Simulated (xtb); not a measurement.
xtb input (GFN1-xTB):

```bash
xtb mol.xyz --gfn 1 --sp --chrg -1 --uhf 0
```
mol.xyz:
```
11

C     -0.00558322     1.06374512    -0.38603103
C      0.00619137    -1.03716485    -0.05773859
C     -1.06341923     0.06866804     0.11781767
C      1.06212711     0.08115274     0.12147835
H     -0.01226405     2.06753296     0.06973792
H      0.01023035    -1.42530440    -1.07919593
H      0.00987292    -1.87345395     0.65675121
H     -1.32708106     0.11676990     1.20906634
H     -2.01630986    -0.04998724    -0.42504701
H      1.32144553     0.13232640     1.21362771
H      2.01820998    -0.02628991    -0.41809864
```

End of the output:

```
         :::::::::::::::::::::::::::::::::::::::::::::::::::::
         ::                     SUMMARY                     ::
         :::::::::::::::::::::::::::::::::::::::::::::::::::::
         :: total energy             -12.335637814404 Eh    ::
         :: gradient norm              0.020995892098 Eh/a0 ::
         :: HOMO-LUMO gap              4.553470524857 eV    ::
         ::.................................................::
         :: SCC energy               -12.480558388794 Eh    ::
         :: -> electrostatic           0.128935784878 Eh    ::
         :: repulsion energy           0.147913328824 Eh    ::
         :: dispersion energy         -0.002992754434 Eh    ::
         :: halogen bond corr.         0.000000000000 Eh    ::
         :: add. restraining           0.000000000000 Eh    ::
         :: total charge              -1.000000000000 e     ::
         :::::::::::::::::::::::::::::::::::::::::::::::::::::

           -------------------------------------------------
          |                Property Printout                |
           -------------------------------------------------

    * Orbital Energies and Occupations

         #    Occupation            Energy/Eh            Energy/eV
      -------------------------------------------------------------
         1        2.0000           -0.4293311             -11.6827
         2        2.0000           -0.3857914             -10.4979
         3        2.0000           -0.3799417             -10.3387
         4        2.0000           -0.3414315              -9.2908
         5        2.0000           -0.3283141              -8.9339
         6        2.0000           -0.2948436              -8.0231
         7        2.0000           -0.2749298              -7.4812
         8        2.0000           -0.2610716              -7.1041
         9        2.0000           -0.2491356              -6.7793
        10        2.0000           -0.2070439              -5.6340
        11        2.0000           -0.1969176              -5.3584
        12        2.0000           -0.0781144              -2.1256 (HOMO)
        13                          0.0892225               2.4279 (LUMO)
        14                          0.0978274               2.6620
        15                          0.1134812               3.0880
        16                          0.1254773               3.4144
        17                          0.1604619               4.3664
Note: The following floating-point exceptions are signalling: IEEE_DENORMAL
normal termination of xtb
        18                          0.1631274               4.4389
        19                          0.1901490               5.1742
        20                          0.2471561               6.7255
        21                          0.2846609               7.7460
        22                          0.3084049               8.3921
        23                          0.3808910              10.3646
       ...                                ...                  ...
        30                          0.6268199              17.0566
      -------------------------------------------------------------
                  HL-Gap            0.1673370 Eh            4.5535 eV
             Fermi-level            0.0055541 Eh            0.1511 eV

  Mulliken/CM5 charges         n(s)   n(p)   n(d)
     1C    -0.55435 -0.61204   1.171  3.383  0.000
     2C    -0.04962 -0.15563   1.018  3.031  0.000
     3C     0.01229 -0.08755   1.010  2.977  0.000
     4C     0.01229 -0.08755   1.010  2.977  0.000
     5H    -0.05906 -0.00711   1.059  0.000  0.000
     6H    -0.03264  0.02221   1.033  0.000  0.000
     7H    -0.05533 -0.00341   1.055  0.000  0.000
     8H    -0.06310 -0.01225   1.063  0.000  0.000
     9H    -0.07368 -0.02221   1.074  0.000  0.000
    10H    -0.06310 -0.01225   1.063  0.000  0.000
    11H    -0.07368 -0.02221   1.074  0.000  0.000

Wiberg/Mayer (AO) data.
largest (>0.10) Wiberg bond orders for each atom

 ---------------------------------------------------------------------------
     #   Z sym  total        # sym  WBO       # sym  WBO       # sym  WBO
 ---------------------------------------------------------------------------
     1   6 C    3.127 --     5 H    1.007     4 C    0.996     3 C    0.996
     2   6 C    3.986 --     3 C    1.001     4 C    1.001     6 H    0.984
                             7 H    0.981
     3   6 C    3.965 --     2 C    1.001     1 C    0.996     9 H    0.979
                             8 H    0.967
     4   6 C    3.965 --     2 C    1.001     1 C    0.996    11 H    0.979
                            10 H    0.967
     5   1 H    1.026 --     1 C    1.007
     6   1 H    1.027 --     2 C    0.984
     7   1 H    1.016 --     2 C    0.981
     8   1 H    1.009 --     3 C    0.967
     9   1 H    1.036 --     3 C    0.979
    10   1 H    1.009 --     4 C    0.967
    11   1 H    1.036 --     4 C    0.979
 ---------------------------------------------------------------------------

Topologies differ in total number of bonds
Writing topology from bond orders to xtbtopo.mol

 dipole moment from electron density (au)
     X       Y       Z
   0.0065  -1.3921   0.9529  total (Debye):    4.288

           -------------------------------------------------
          | TOTAL ENERGY              -12.335637814404 Eh   |
          | GRADIENT NORM               0.020995892098 Eh/α |
          | HOMO-LUMO GAP               4.553470524857 eV   |
           -------------------------------------------------

------------------------------------------------------------------------
------------------------------------------------------------------------
 total:
 SCF:
```

It need not be the lowest isomer of its formula. Whether it binds its extra electron was not tested at this geometry.
